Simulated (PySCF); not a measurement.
Stepwise substitution at one centre (Al H-Cl). All species are isolated molecules in the gas phase. Strings in code marks are SMILES.

All values below come from PBE0-D3(BJ)/def2-TZVP in PySCF. All candidates: neutral, multiplicity 1. Excitations are Tamm–Dancoff values on a coarser integration grid. The basis has no diffuse functions, so Rydberg states are missing or too high.

* **HOMO**: -9.38 eV
* **dipole moment**: 0.00 D
* **T1 excitation (TDA)**: 6.42 eV

Question: Which member has these values?
(A) `[AlH2][Cl]`
(B) `[Cl][AlH][Cl]`
(C) `[Cl][Al]([Cl])[Cl]`

Answer: C, `[Cl][Al]([Cl])[Cl]`. The others give `[AlH2][Cl]`: -8.57 eV, 1.24 D, 5.01 eV; `[Cl][AlH][Cl]`: -9.32 eV, 1.02 D, 5.96 eV
